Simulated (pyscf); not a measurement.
methane (CH₄) + H₃Si–Cl → H₃C–SiH₂–Cl + hydrogen (H₂), a four-centre exchange (singlet surface; C–H, H–Si broken, C–Si, H–H formed). Optimised with ωB97X-D3(BJ)/def2-SVP in PySCF. Energies in kcal/mol from the separated reactants.

Small-basis levels: PySCF, no dispersion term, spherical d functions. AM1 to PM7: differences of heats of formation from MOPAC, which are fitted to 298 K values and so differ in kind from electronic energies by zero-point and thermal terms. GFN2-xTB: tblite. Cost: rough CPU time at the saddle relative to B3LYP/6-31G*, from one job on a shared machine.

```
level                   barrier  reaction energy        cost
----------------------  -------  ---------------  ----------
HF/STO-3G                 154.0             +7.6        0.04
SVWN5/6-31G*               60.1             +4.0         0.8
B3LYP/STO-3G              119.4             +4.5         0.5
B3LYP/3-21G                   …             +4.8         0.7
PBE/def2-SVP                  …             +5.5           2
GFN2-xTB                   96.2            +23.3  under 0.02
AM1                        77.8             -9.8  under 0.02
PM6                        22.5            -32.8  under 0.02
PM7                        67.3            -36.3  under 0.02
ωB97M-D3(BJ)/def2-TZVP        …             +4.4           –
```

Task: Fill in the missing entries.

Result: 
- B3LYP/3-21G, barrier: 88.6
- PBE/def2-SVP, barrier: 66.2
- ωB97M-D3(BJ)/def2-TZVP, barrier: 72.9

Against the last row the barrier runs from -50.5 (PM6) to +81.1 kcal/mol (HF/STO-3G). ωB97M-D3(BJ)/def2-TZVP has limits of its own. At the saddle there is also a short H–Si contact that neither side keeps. The same reactants have a lower exit, to H₃C–SiH₃ + HCl (barrier +63.7 kcal/mol at ωB97M-D3(BJ)/def2-TZVP, against +72.9 kcal/mol here). One saddle was located; it need not be the lowest between these sides.
